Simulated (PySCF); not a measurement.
**Do core-level shifts follow atomic charges?**

Species: C4H4O2.
Bonds: O1–C2 (double), C2–O3, C2–C4, C4–C5, C5–C6 (double), C4–C6. Hydrogens: H7 on O3; H8 on C4; H9 on C5; H10 on C6.

Binding energies: delta-SCF UKS SCAN, pcX-2 on the ionised atom, pcseg-1 elsewhere, spin-free X2C in PySCF 2.14.0. Charges: PBE0/pcSseg-1 ground-state density, for the ionised atom.

| atom | environment | C 1s (eV) | Mulliken (e) | IAO (e) | Hirshfeld (e) | ESP (e) |
| --- | --- | --- | --- | --- | --- | --- |
| C5 | alkene CH carbon | 291.37 | -0.025 | -0.120 | -0.029 | -0.192 |
| C4 | sp3 carbon next to a carbonyl | 291.65 | -0.263 | -0.182 | -0.064 | -0.121 |
| C2 | carboxylic acid carbon | 294.56 | +0.505 | +0.514 | +0.196 | +0.697 |

Problem. How well does each charge scheme correlate with the binding energies over these sites?

Solution. ESP: r = 1.00, slope 3.6 eV per e; IAO: r = 0.99, slope 4.5 eV per e; Hirshfeld: r = 0.98, slope 12.3 eV per e; Mulliken: r = 0.93, slope 4.2 eV per e. On 3 points no scheme stands out.

Problem. The point-charge model writes a binding energy as kq + V + constant, with V the potential of the other atoms' charges at the site. What does it give with the Hirshfeld charges?

Solution. V = Σ 14.40 eV Å × q/r over all other atoms: +0.59 eV at C5, +0.80 eV at C4, -3.90 eV at C2. Fitting binding energy − V to q gives k = 31.1 eV per e and leaves an rms residual of 0.48 eV, against 0.29 eV for the fit on q alone. The model has no term for differences in relaxation between sites.

One conformer (not necessarily the lowest) at the PBE0-D3(BJ)/def2-SVP geometry, without solvent, vibrations or thermal averaging.

The values belong to the conformer `[O:1]=[C:2]([OH:3])[CH:4]1[CH:5]=[CH:6]1`: O1–C2–C4–C5 29°, H–O3–C2–O1 0°.
